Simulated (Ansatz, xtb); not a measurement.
## Relative energy of two structures of CH2Si2

Structure a is a singlet given by its coordinates and structure b is a singlet given by its coordinates. Both are isolated molecules in the gas phase, relaxed with r2SCAN-D4/def2-SVP.

a (Å):

```xyz
5

C    -0.2966    0.3909    0.9138
Si    0.0291   -0.5038   -0.5595
Si   -0.2338   -1.3368    1.5416
H     0.1877    0.1363   -1.9071
H    -0.4627    1.3817    1.3518
```

Close contacts (Å): C1–Si2 1.75, C1–Si3 1.84, Si2–Si3 2.28, C1–H5 1.10, Si2–H4 1.50.

b (Å):

```xyz
5

C    -0.8186    0.6173    0.1588
Si    0.0761   -0.9080    0.3927
Si    0.3074    1.4946    1.2285
H     1.1000    0.0018    1.3973
H    -1.7042    0.9013   -0.4126
```

Close contacts (Å): C1–Si2 1.78, C1–Si3 1.78, Si2–Si3 2.55, C1–H5 1.09, Si2–H4 1.70, Si3–H4 1.70.

Q: Estimate E(b) − E(a) at the level CCSD(T)/def2-TZVPP.

A: Calculated at CCSD(T)/def2-TZVPP: E(b) − E(a) = −0.657 eV, so structure b lies lower.

Level by level:

| level | geometry | E(b) − E(a) (eV) | departure from the last row (eV) | job, with rough time for the two |
| --- | --- | --- | --- | --- |
| r2SCAN-D4/def2-SVP | r2SCAN-D4/def2-SVP | −0.595 | +0.061 | optimisation, 22 s |
| HF/def2-TZVPP | r2SCAN-D4/def2-SVP | −0.601 | +0.056 | part of the CCSD(T) run |
| MP2/def2-TZVPP | r2SCAN-D4/def2-SVP | −0.646 | +0.010 | part of the CCSD(T) run |
| CCSD(T)/def2-TZVPP | r2SCAN-D4/def2-SVP | −0.657 |  | single point, 37 s |

None of the levels shown reverses the order. The largest departure from CCSD(T)/def2-TZVPP is that of r2SCAN-D4/def2-SVP, 0.061 eV. Levels run at GFN2-xTB geometries aren't shown.

With harmonic frequencies from r2SCAN-D4/def2-SVP (ideal gas, rigid rotor, one conformer each, 298.15 K, 1 atm): the zero-point term adds +0.022 eV; ΔH is −0.645 and ΔG −0.613 eV.

The correlated steps freeze 11 core orbitals. Codes used: Ansatz 0.2.0; the last row on 1 thread of Arm Neoverse V2 on a shared host.
